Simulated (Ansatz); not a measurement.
Input for Ansatz (development build ahead of 0.2.0):

```yaml
crystal:
  periodic: [false, false, false]
  atoms:
    - { symbol: "N", position_ang: [0.0, 0.74396, -0.07769] }
    - { symbol: "N", position_ang: [0.0, -0.74396, -0.07769] }
    - { symbol: H, position_ang: [0.21108, 1.11775, 0.84789] }
    - { symbol: H, position_ang: [-0.94821, 1.03003, -0.30408] }
    - { symbol: H, position_ang: [-0.21108, -1.11775, 0.84789] }
    - { symbol: H, position_ang: [0.94821, -1.03003, -0.30408] }
basis:
  gaussian: { orbitals: cc-pVTZ }
hamiltonian:
  xc: hf
correlation:
  method: ccsd_t
  frozen_orbitals: { H: 0, "N": 1 }
```

The input is written out in the form of the current development build from the run's settings.

Output:

```json
{
  "Converged": "yes",
  "Reference energy": "-111.22062 hartree",
  "Correlation energy": "-0.47678 hartree",
  "Total energy": "-111.69740 hartree",
  "Spin squared of the determinant": "0.000",
  "Stability test": "minimum among restricted orbitals",
  "T1 diagnostic": "0.008",
  "Occupied orbitals by symmetry in an Abelian subgroup (alpha; beta)": "5 A 4 B; 5 A 4 B"
}
```
